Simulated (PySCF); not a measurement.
**Functional dependence of a UV spectrum**

HCN.
InChI=1S/CHN/c1-2/h1H

Linear-response calculations in the def2-SVPD basis (PySCF; singlets by full response, triplets Tamm–Dancoff, core orbitals frozen in the response; HF means time-dependent Hartree–Fock). 'Strongest' is the level of largest summed f among the singlets computed (10 roots, of which the last may lack a degenerate partner); it can jump between rows when another state enters that window. S1 is the lowest singlet of each run and needn't be the same state throughout; f(S1) is that of one state. Isolated species at its PBE0-D3(BJ)/def2-SVP geometry, gas phase.

```json
{"functional": "LDA", "kind": "LDA", "S1 (eV)": "8.03", "f(S1)": "0.000", "strongest (eV)": "10.44", "T1 (eV)": "6.68", "HOMO (eV)": "-9.08", "gap (eV)": "7.86", "ionisation energy, ΔSCF (eV)": "14.13"}
{"functional": "PBE", "kind": "GGA", "S1 (eV)": "8.05", "f(S1)": "0.000", "strongest (eV)": "10.27", "T1 (eV)": "6.43", "HOMO (eV)": "-9.03", "gap (eV)": "8.04", "ionisation energy, ΔSCF (eV)": "13.89"}
{"functional": "B3LYP", "kind": "global hybrid, 20% exact exchange", "S1 (eV)": "7.79", "f(S1)": "0.000", "strongest (eV)": "10.41", "T1 (eV)": "6.28", "HOMO (eV)": "-10.16", "gap (eV)": "10.01", "ionisation energy, ΔSCF (eV)": "13.77"}
{"functional": "PBE0", "kind": "global hybrid, 25% exact exchange", "S1 (eV)": "7.82", "f(S1)": "0.000", "strongest (eV)": "10.67", "T1 (eV)": "6.20", "HOMO (eV)": "-10.43", "gap (eV)": "10.61", "ionisation energy, ΔSCF (eV)": "13.68"}
{"functional": "BHandHLYP", "kind": "global hybrid, 50% exact exchange", "S1 (eV)": "7.45", "f(S1)": "0.000", "strongest (eV)": "10.78", "T1 (eV)": "6.00", "HOMO (eV)": "-11.67", "gap (eV)": "12.97", "ionisation energy, ΔSCF (eV)": "13.41"}
{"functional": "CAM-B3LYP", "kind": "range-separated hybrid", "S1 (eV)": "7.68", "f(S1)": "0.000", "strongest (eV)": "10.63", "T1 (eV)": "6.22", "HOMO (eV)": "-11.91", "gap (eV)": "13.24", "ionisation energy, ΔSCF (eV)": "13.76"}
{"functional": "wB97X-D", "kind": "range-separated hybrid", "S1 (eV)": "7.80", "f(S1)": "0.000", "strongest (eV)": "10.77", "T1 (eV)": "6.38", "HOMO (eV)": "-12.39", "gap (eV)": "14.50", "ionisation energy, ΔSCF (eV)": "13.67"}
{"functional": "HF", "kind": "Hartree–Fock", "S1 (eV)": "6.74", "f(S1)": "0.000", "strongest (eV)": "12.19", "T1 (eV)": "5.21", "HOMO (eV)": "-13.59", "gap (eV)": "16.13", "ionisation energy, ΔSCF (eV)": "not settled"}
```

Task: What does LC-wPBE (range-separated hybrid) give?

Result: S1 (eV) 7.77, f(S1) 0.000, strongest (eV) 10.80, T1 (eV) 6.17, HOMO (eV) -13.44, gap (eV) 15.90, ionisation energy, ΔSCF (eV) 13.77. S1 runs from 6.74 eV (HF) to 8.05 eV (PBE), a spread of 1.31 eV, while the orbital gap spreads over 8.3 eV. −ε(HOMO) comes closest to its own ΔSCF ionisation energy with LC-wPBE (-0.33 eV) and misses most with LDA (-5.05 eV). 'Not settled' means that the ion's SCF failed to converge or may have ended in another state than the lowest.
